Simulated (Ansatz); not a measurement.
Ligand exchange: C3H6O + BH2(NH2) → C3H7NO + BH3

Species: C3H6O (propylene oxide) `CC1CO1`, singlet; BH2(NH2), singlet; C3H7NO `NCC1CO1`, singlet; BH3 (borane) `B`, singlet. The partners trade H for NH2: C–H and B–NH2 bonds give way to C–NH2 and B–H.

Shapes, held fixed at every level: PBE0-D4/def2-TZVP. Flexible molecules stand in one conformer, not always the lowest. Programs: Ansatz 0.2.0. Electronic energies: no zero-point or thermal term.

Q: Estimate ΔE of this reaction.

A: The highest level, CCSD(T)/CBS estimate, gives ΔE = +228.7 kJ/mol; the levels span +225.7 to +237.4. The column of differences is taken from that level and isn't an error. No measured value is set beside it here. The CBS estimate extrapolates MP2 from def2-TZVPP and def2-QZVPP and adds CCSD(T) − MP2 in the triple-zeta set, cores frozen. Times are processor times on shared x86 and Arm servers, and rough.

| level | kind | ΔE (kJ/mol) | less CCSD(T)/CBS estimate | CPU time (sum over the molecules) |
| --- | --- | --- | --- | --- |
| PBE-D4/def2-TZVPP | GGA | +237.1 | +8.4 | 72 s |
| r2SCAN-D4/def2-TZVPP | meta-GGA | +237.4 | +8.7 | 100 s |
| PBE0-D4/def2-TZVPP | global hybrid | +233.5 | +4.8 | 53 s |
| wB97M-V/def2-TZVPP | range-separated hybrid | +232.3 | +3.6 | 2.1 min |
| wB97X-V/def2-TZVPP | range-separated hybrid | +225.7 | -3.0 | 1.8 min |
| MP2/def2-TZVPP | perturbation theory | +231.3 | +2.6 | – |
| CCSD/def2-TZVPP | coupled cluster or CI | +226.2 | -2.5 | – |
| CCSD(T)/CBS estimate | coupled cluster or CI | +228.7 | 0.0 | 25 min |
